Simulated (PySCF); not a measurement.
Molecule: `InChI=1S/C6H12/c1-5-6(2,3)4/h5H,1H2,2-4H3`.

Atoms are numbered as in `[CH2:1]=[CH:2][C:3]([CH3:4])([CH3:5])[CH3:6]` (H(Xn): hydrogen on atom n). Ha(C1) is cis to C3; Hb(C1) is trans to C3.

Geometry PBE0-D3(BJ)/def2-SVP throughout; GIAO in PySCF, gas phase, one conformer, non-relativistic; equivalent atoms averaged; functional PBE0.

For orientation, pcSseg-0 gives these absolute shieldings σ: C2 32.7, C1 70.1, C3 160.2, C4/C5/C6 160.8, H(C2) 26.83, Hb(C1) 27.57, Ha(C1) 27.39, H(C4)/H(C5)/H(C6) 31.59 ppm.

A run gave: C2 117.0, C1 132.3, C3 199.0, C4/C5/C6 208.6, H(C2) 27.29, Hb(C1) 27.51, Ha(C1) 27.73, H(C4)/H(C5)/H(C6) 31.73 ppm (absolute shieldings σ).

Which basis set was used in that run?
A. def2-SVP
B. STO-3G
C. 6-311+G(2d,p)
D. 6-31G

## Answers

B. C2 tells them apart best: STO-3G gives 117.0, 6-31G gives 52.9, def2-SVP gives 44.3, 6-311+G(2d,p) gives 29.0 ppm.
